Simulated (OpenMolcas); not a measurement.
# A ladder of methods for BNH4 (BH2(NH2))

The species is BNH4 (6 atoms), meant as a singlet with charge 0. SMILES: `[H]B([H])N`. The coordinates come from a GFN2-xTB relaxation.

```xyz
6

B     0.3419    0.5951    0.0037
H     1.3301    0.6743    0.6274
H    -0.0786    1.4968   -0.6141
N    -0.3454   -0.5987   -0.0039
H    -1.1993   -0.7506   -0.5151
H    -0.0488   -1.4170    0.5020
```

Each level gives the energy change with the N4–H5 bond stretched from 1.007 to 1.258 Å (eV). The values are calculated.

```json
{"level": "HF/STO-3G (restricted)", "kind": "Hartree–Fock", "program": "OpenMolcas", "value (eV)": "1.15", "less FCI/STO-3G": "+0.44", "CPU time (all runs)": "3.3 s"}
{"level": "SVWN5/STO-3G (restricted)", "kind": "LDA", "program": "OpenMolcas", "value (eV)": "0.72", "less FCI/STO-3G": "+0.01", "CPU time (all runs)": "8.7 s"}
{"level": "PBE/STO-3G (restricted)", "kind": "GGA", "program": "OpenMolcas", "value (eV)": "0.68", "less FCI/STO-3G": "-0.03", "CPU time (all runs)": "8.3 s"}
{"level": "M06-2X/STO-3G (restricted)", "kind": "hybrid meta-GGA", "program": "OpenMolcas", "value (eV)": "0.86", "less FCI/STO-3G": "+0.15", "CPU time (all runs)": "9.5 s"}
{"level": "B2PLYP/STO-3G (restricted)", "kind": "double hybrid", "program": "OpenMolcas", "value (eV)": "0.82", "less FCI/STO-3G": "+0.11", "CPU time (all runs)": "8.1 s"}
{"level": "MP2/STO-3G (restricted)", "kind": "perturbation theory", "program": "OpenMolcas", "value (eV)": "0.85", "less FCI/STO-3G": "+0.14", "CPU time (all runs)": "3.2 s"}
{"level": "CCSD(T)/STO-3G (restricted)", "kind": "coupled cluster or CI", "program": "OpenMolcas", "value (eV)": "0.72", "less FCI/STO-3G": "+0.01", "CPU time (all runs)": "4.3 s"}
{"level": "FCI/STO-3G", "kind": "exact in the basis", "program": "OpenMolcas", "value (eV)": "0.71", "less FCI/STO-3G": "0.00", "CPU time (all runs)": "98 s"}
```

FCI/STO-3G is exact within its basis and frozen core, so for wave-function methods in that basis the difference is their error; functionals converge differently with the basis, so for them it is only a difference. The first shape isn't each level's own minimum. The values span 0.68 to 1.15 eV. All rows use very small basis sets, so even the best lies far from the true value. Times are those of the runs behind each value, whatever else they computed, on shared processors of several kinds: orders of magnitude only.
